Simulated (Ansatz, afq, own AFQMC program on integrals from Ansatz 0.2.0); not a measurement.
# Ge₂H₂, triplet: AFQMC among the cluster methods

```xyz
4

Ge    0.0000    0.2897    1.1624
Ge    0.0000   -0.2861   -1.1744
H     0.0000    1.6088    2.0341
H     0.0000   -1.8672   -1.1694
```

Connectivity, by distances: GeH–GeH.

Basis cc-pVDZ. Noble-gas cores (and the filled d shells of Ga–Kr and In–Xe) are frozen. Integrals, coupled cluster, full CI and functionals: Ansatz 0.2.0; the random walks run on the same integrals in our own AFQMC program. The CISD trial takes its coefficients from CCSD amplitudes. Released means that phaseless walkers are propagated on without the constraint, phases kept. Uncertainties: one standard error, sampling alone. No spin–orbit coupling.

Determinant: UHF, the one that the program's search chose, which needn't be the lowest solution. The geometry is a point of a scan.

No full CI on the walks' own integrals is used here; CCSDT(Q) serves as the reference and is uncertain by about the last step of the cluster series.

Cautions: no relativity below Rb; no spin-orbit coupling; inner d shell frozen; lower spins were not checked.

The T1 diagnostic is 0.0364 and the weight of the determinant in the CISD state is 0.843. The ⟨S²⟩ of the determinant is 2.022. The size of the correlated space is 10 electrons in 36 orbitals.

```json
{"level": "MP2", "correlation energy (eV)": "-3.8656"}
{"level": "CCSD", "correlation energy (eV)": "-4.8982"}
{"level": "CCSD(T)", "correlation energy (eV)": "-5.0814"}
```

Estimate where AFQMC with the constraint released lies against CCSD(T) on the same integrals.

4.2 ± 1.5 kJ/mol below CCSD(T).

Reference: CCSDT(Q), correlation energy -5.144 eV. The released energy is read at 2.40 1/Eh (meV from the phaseless value at times in 1/Eh: -8 ± 9 at 0.24, -6 ± 9 at 0.51, 8 ± 10 at 0.99, 12 ± 13 at 1.62, -1 ± 16 at 2.40).

```
         level  E − E(reference) (kJ/mol)  share of correlation (%)
       CCSD(T)                        6.0                     98.79
         CCSDT                        1.2                     99.75
 ph-AFQMC/CISD                  1.9 ± 1.1                     99.62
released AFQMC                  1.8 ± 1.5                     99.65
```

A walk keeps the symmetry of its determinant, which the program's search chose and which needn't be the lowest solution, so a lower state of the same spin and another symmetry isn't excluded. Released energies are given only where the last usable release times agree within the noise; a slower fall can still hide under it.
